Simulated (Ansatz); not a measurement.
Molecule: BF₂, net charge 0, doublet state. It need not be the lowest isomer of its formula. 
Coordinates optimised at B3LYP-D3(BJ)/def2-TZVP (Ansatz, a quantum-chemistry and plane-wave program):
SMILES: F[B]F
```xyz
3

B     -0.0027     0.5023    -0.0114
F      1.1429    -0.1332     0.0106
F     -1.1414    -0.1458    -0.0043
```
Charge 0, spin multiplicity 2.

Property: atomisation energy (electronic, to ground-state atoms), in kJ/mol. Valence correlation only, unless marked. UHF or UKS for open shells. No spin-orbit coupling. No relativistic terms. The coupled-cluster limit lacks core correlation, which all-electron functionals hold. Basis-set limits of correlation are two-point, X^-3; Hartree-Fock from the larger set.

| level | program | atomisation energy (kJ/mol) |
|---|---|---|
| HF/STO-3G | Ansatz | 935.5 |
| HF/6-31G | Ansatz | 785.1 |
| r2SCAN-D3(BJ)/def2-TZVPD | Ansatz + dftd3 | 1270.7 |
| PBE0-D3(BJ)/def2-TZVP | Ansatz + dftd3 | 1249.1 |

Question: What does CCSD(T)/CBS(cc-pVTZ,cc-pVQZ) (Ansatz) give?

Answer: 1235.9 kJ/mol
